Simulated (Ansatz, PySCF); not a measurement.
Dissociation curve of SH, doublet. Each curve is given relative to its own lowest point near equilibrium.

```
R / Å     A     B     C
-----  ----  ----  ----
1.02   60.4  62.0  63.7
1.08   35.7  37.1  37.8
1.15   17.1  18.1  18.2
1.22    6.5   7.0   6.9
1.26    3.0   3.3   3.2
1.32    0.4   0.4   0.4
1.35    0.0   0.0   0.0
1.40    0.5   0.4   0.5
1.43    1.3   1.2   1.4
1.47    3.0   2.8   3.2
1.55    7.5   7.5   8.0
1.65   14.6  14.9  15.7
```

Energies in kcal/mol.

Question: Which curve belongs to which method? The methods are PySCF with CASSCF(7,5)/cc-pVTZ; unrestricted B3LYP/6-31G*, spherical d (PySCF); unrestricted PBE/cc-pVTZ in Ansatz (an electronic-structure program).

Answer: A is CASSCF(7,5); B is UKS-PBE; C is UKS-B3LYP/6-31G*.

The scan ran from 1.02 to 5.38 Å; beyond the distances shown one of the unrestricted levels run for this scan, shown here or not, changes its spin distribution in one step.
